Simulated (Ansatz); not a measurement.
**C₂H₃, doublet: reading a ladder of total energies**

Geometry: MP2(full)/6-31G*, from the G2/97 set.

| atom | x (Å) | y (Å) | z (Å) |
| --- | --- | --- | --- |
| C | 0.0278 | -0.6060 | 0.0000 |
| C | 0.0278 | 0.6813 | 0.0000 |
| H | -0.8987 | -1.1815 | 0.0000 |
| H | 0.9472 | -1.1843 | 0.0000 |
| H | -0.7120 | 1.4685 | 0.0000 |

Basis 6-31G; Ansatz 0.2.0. Correlated methods freeze the noble-gas cores, which leaves 11 electrons in 22 orbitals. Prefix R: restricted or restricted open-shell reference; prefix U: unrestricted.

Full CI isn't at hand for all of this; UCCSDTQ serves as the reference, and is uncertain by about the last step of the cluster series.

Unrestricted rows (U) aren't spin-pure: their determinants' ⟨S²⟩ exceeds S(S+1) by up to 0.22, so they mix in states of higher spin.

Runs differ by some tens of microhartree through their thresholds and, for an open shell, their frozen cores, so steps under 0.03 kcal/mol mean nothing.

```csv
level,total energy (hartree)
UHF,-77.362987
UMP2,-77.506536
UCCSD,-77.541483
UCCSD(T),-77.546014
UCCSDT,-77.546875
UCCSDT(Q),-77.547208
UCCSDTQ,-77.547170
```

What is the correlation energy at UCCSDTQ, and what share of it do UMP2 and UCCSD recover?

E(corr) = -77.547170 − (-77.362987) = -0.184183 hartree = -5.012 eV. UMP2: -0.143549 / -0.184183 = 77.94 %. UCCSD: -0.178496 / -0.184183 = 96.91 %.

By how many kcal/mol does UCCSD(T) miss UCCSDTQ (1 hartree = 627.509 kcal/mol), and which steps make up the rest?

-77.546014 − (-77.547170) = 0.001156 hartree = 0.73 kcal/mol. Steps: UCCSDT − UCCSD(T) = -0.54, UCCSDT(Q) − UCCSDT = -0.21, UCCSDTQ − UCCSDT(Q) = 0.02 kcal/mol. That is within 1 kcal/mol of the reference in this basis, which itself misses far more of the correlation at the basis-set limit.
